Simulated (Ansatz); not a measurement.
Process, species as SMILES: [O]O (O-OH) → H atom + 2 O atom
B3LYP-D3(BJ)/def2-TZVP geometries, fixed; electronic energies without zero-point terms.

Core correlation in the atomisation energy at MP2 with Ansatz (an electronic-structure program), in kcal/mol: frozen core against all electrons. Core-valence sets carry the plain set on hydrogen. Open shells are unrestricted.

| basis | functions, most | frozen core |
|---|---|---|
| cc-pVDZ | 33 | 152.08 |
| cc-pCVDZ | 41 | 152.50 |
| cc-pVTZ | 74 | 169.34 |
| cc-pCVTZ | 100 | 169.50 |
| cc-pwCVTZ | 100 | 169.56 |
| cc-pVQZ | 140 | 174.58 |
| cc-pCVQZ | 198 | 174.59 |
| cc-pwCVQZ | 198 | 174.68 |

**Question.** How large is the core term in each set?

**Answer.** The largest core-valence set, cc-pwCVQZ, gives a core term of 0.35 kcal/mol; the valence set cc-pVQZ, which lacks functions for the core, gives 1.04. By row: cc-pVDZ 0.38, cc-pCVDZ 0.42, cc-pVTZ 1.92, cc-pCVTZ 0.41, cc-pwCVTZ 0.37, cc-pVQZ 1.04, cc-pCVQZ 0.36, cc-pwCVQZ 0.35.
